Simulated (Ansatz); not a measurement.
**Worked example: correlation energy of SF⁺, singlet**

Geometry: that of the SF⁺, triplet, kept fixed. The triplet lies 1.4 eV lower here.

```xyz
2

F     0.0000    0.0000    0.0000
S     0.0000    0.0000    1.5040
```

Basis 6-31G; Ansatz 0.2.0. Correlated methods freeze the noble-gas cores, which leaves 12 electrons in 16 orbitals. R marks a restricted (for open shells ROHF) determinant.

Full CI is exact within this basis and frozen core; it isn't the basis-set limit.

The determinant fills πx and πy unequally, so it is a mixture of Σ and Δ, which weighs on every level built on one determinant.

Runs differ by some tens of microhartree through their thresholds, so steps under 0.03 kcal/mol mean nothing.

| level | total energy (hartree) |
| --- | --- |
| RHF | -496.375307 |
| RMP2 | -496.554220 |
| RCCSD | -496.560114 |
| RCCSD(T) | -496.567658 |
| RCCSDT* | -496.573253 |
| RCCSDT(Q)* | -496.575937 |
| RCCSDTQ* | -496.575168 |
| full CI | -496.575365 |

Task: What is the correlation energy at full CI, and what share of it do RMP2 and RCCSDTQ recover?

Result: E(corr) = -496.575365 − (-496.375307) = -0.200058 hartree = -5.444 eV. RMP2: -0.178913 / -0.200058 = 89.43 %. RCCSDTQ: -0.199861 / -0.200058 = 99.90 %.

Task: By how many kcal/mol does RCCSD(T) miss full CI (1 hartree = 627.509 kcal/mol), and which steps make up the rest?

Result: -496.567658 − (-496.575365) = 0.007707 hartree = 4.84 kcal/mol. Steps: RCCSDT − RCCSD(T) = -3.51, RCCSDT(Q) − RCCSDT = -1.68, RCCSDTQ − RCCSDT(Q) = 0.48, full CI − RCCSDTQ = -0.12 kcal/mol. With more than one leading determinant such errors change with state and geometry, and needn't cancel in differences.

An asterisk marks runs whose energy the program itself flagged as in doubt.
